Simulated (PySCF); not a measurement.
**How exact exchange moves a shielding**

Molecule: SMILES O([SiH3])[SiH3], H$_{6}$OSi$_{2}$.

Mapped SMILES: `[SiH3:1][O:2][SiH3:3]`. Each H is labelled by its parent atom.

GIAO shieldings (ppm, equivalent atoms averaged) in PySCF 2.14.0 with density-fitted response routines on the PBE0-D3(BJ)/def2-SVP geometry, basis pcSseg-2, gas phase, non-relativistic:

| functional | exact exchange (%) | σ(Si1/Si3) |
| --- | --- | --- |
| BLYP | 0 | 357.8 |
| BP86 | 0 | 362.3 |
| PBE | 0 | 363.1 |
| B3LYP | 20 | 370.8 |
| PBE0 | 25 | 380.6 |
| BHandHLYP | 50 | 391.6 |
| HF | 100 | 429.8 |

Task: Fit each shielding as a line in the percentage of exact exchange.

Result: σ(Si1/Si3) = 360.5 + 0.68 x (rms 2.6 ppm). The functionals also differ in their semilocal parts, which the line can't hold; Hartree–Fock has no correlation at all.

Task: What does the line predict for mPW1PW91 (25 %), and what does the run give?

Result: σ(Si1/Si3): 377.5 predicted, 379.6 computed ppm.
